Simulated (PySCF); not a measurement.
## Stretching LiO

Set-up: PySCF, no relativity, basis sets Li def2-TZVP, O def2-TZVP. Energies in eV from Li + O in their ground configurations at the same level. State: ²Π (doublet), unpaired electrons π ↑.

All columns are PBE0. A positive dipole means Li(−)O(+).

| R (Å) | E (eV) | μ (D) | Mulliken charge on Li (basis-dependent) | HOMO (eV) | LUMO (eV) | Mayer bond order | ⟨S²⟩ |
| --- | --- | --- | --- | --- | --- | --- | --- |
| 1.446 | -2.895 | -5.64 | 0.72 | -6.24 | -1.97 | 0.53 | 0.75 |
| 1.514 | -3.172 | -5.88 | 0.73 | -6.06 | -1.81 | 0.51 | 0.75 |
| 1.581 | -3.328 | -6.12 | 0.74 | -5.90 | -1.66 | 0.50 | 0.75 |
| 1.631 | -3.384 | -6.30 | 0.74 | -5.78 | -1.55 | 0.49 | 0.75 |
| 1.682 | -3.400 | -6.48 | 0.74 | -5.67 | -1.45 | 0.49 | 0.75 |
| 1.732 | -3.385 | -6.65 | 0.74 | -5.57 | -1.35 | 0.49 | 0.75 |
| 1.800 | -3.328 | -6.88 | 0.75 | -5.44 | -1.31 | 0.48 | 0.75 |
| 1.884 | -3.213 | -7.17 | 0.74 | -5.29 | -1.38 | 0.48 | 0.75 |
| 1.985 | -3.035 | -7.51 | 0.74 | -5.12 | -1.49 | 0.49 | 0.76 |
| 2.119 | -2.760 | -7.95 | 0.73 | -4.93 | -1.63 | 0.50 | 0.76 |

A fit through these points gives, at Re = 1.681 Å, μ = -6.47 D and dμ/dR = -3.49 D/Å; the reduced mass is 4.877 u.

Question: How strong is the fundamental in the double-harmonic approximation, I = 42.26·(dμ/dR)²/μred km/mol?

Answer: I = 42.26·(-3.49)²/4.877 = 106 km/mol at PBE0.

The state was picked by a PBE0 search and need not be the measured ground state.
